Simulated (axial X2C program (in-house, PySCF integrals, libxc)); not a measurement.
# Potential curves of LiP, with spin–orbit coupling

Computed with an in-house relativistic program for diatomic molecules. Two-component (2c) means X2C with spin–orbit coupling and atomic mean-field two-electron Coulomb and Gaunt terms. Basis: P dyall-v3z [8s7p2d1f], Li dyall-cv3z [7s8p2d] (cores contracted in-house); Gaussian nuclei, density fitting, unrestricted open shells. Masses: P 30.974 u, Li 7.016 u.

State: Ω = 1 (⟨Sz⟩ = 1.00, ⟨Lz⟩ = 0.00 at HF). Energies in cm⁻¹ from the fragments at the same level (P + Li). Fits are polynomials in 1 − R0/R over 0.85 to 1.23 times the lowest point R0.

```tsv
R (Å)	MP2	PBE0
2.0245	-8592	-11652
2.1176	-10279	-13178
2.1874	-11048	-13847
2.2572	-11488	-14198
2.3270	-11664	-14298
2.4084	-11608	-14165
2.4899	-11337	-13828
2.5946	-10758	-13175
2.7226	-9793	-12158
2.9087		-10451
```

Correlated methods: 6 electrons correlated (number of frozen shells: P 2 s, 1 p; Li 1 s), 142 virtual spin orbitals or spinors in MP2.

The state is a single determinant with fixed occupations, the lowest that a limited PBE0 search found. Dissociation energies refer to the lowest single-determinant-based atoms at the same level and basis. Density functionals use the spin component along the axis (collinear). Other states lie close and PBE0, whose exact exchange favours high spin, may order them wrongly; the determinant shown need not be the ground state. The nearest other 2c determinant of the search, Ω = 2, lies 0.77 eV up at the distance of the search. With several unpaired electrons one determinant need not be a pure state. Open-shell Ω = 0 determinants with evenly filled partner blocks cannot be reached by this program, so the Ω shown need not be the lowest component. This is the Ω = 1 component of a π² triplet; the 0⁺ component is not one determinant and can lie lowest. Some points did not converge and are left out. MP2 and coupled cluster on one determinant become unreliable at the stretched end.

Question: What are Re, ωe and De at the MP2 level?

Answer: At MP2, 2c: Re = 2.349 Å, ωe ≈ 483 cm⁻¹, De = 1.45 eV to P + Li; Be follows as 0.534 cm⁻¹.

Question: Fit the PBE0 curve near its minimum: give the equilibrium distance, the harmonic wavenumber and the well depth.

Answer: At PBE0, 2c: Re = 2.324 Å, ωe ≈ 492 cm⁻¹, De = 1.77 eV to P + Li; Be follows as 0.546 cm⁻¹.
